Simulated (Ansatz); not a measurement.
Basis-set extrapolation for `OCC1CO1` (PBE0-D4/def2-TZVP geometry, frozen core, the Gaussian-basis code of Ansatz). Multiplicity 1, RHF reference.

```json
{"": "HF", "def2-TZVPP": "-266.873687", "def2-QZVPP": "-266.886231"}
{"": "MP2 correlation", "def2-TZVPP": "-0.976873", "def2-QZVPP": "-1.047363"}
{"": "CCSD(T) correlation", "def2-TZVPP": "-1.044096", "def2-QZVPP": "not run"}
```

Energies in hartree. Use E(X) = E(∞) + A·exp(−7.88·√X) for Hartree–Fock and E(X) = E(∞) + B·X^(−2.97) for correlation, with X = 3 and 4, and add CCSD(T) minus MP2 of the smaller set to the MP2 limit.

Q: What is the CCSD(T) energy at the basis-set limit?

A: HF limit: -266.886231 + (-0.012544) × 0.13774 = -266.88796. MP2 limit: -1.047363 + (-0.070490) × 0.74074 = -1.09958. Higher-order term: -1.044096 − (-0.976873) = -0.06722. Total: -268.05476 hartree, 86.0 kcal/mol below CCSD(T)/def2-TZVPP.
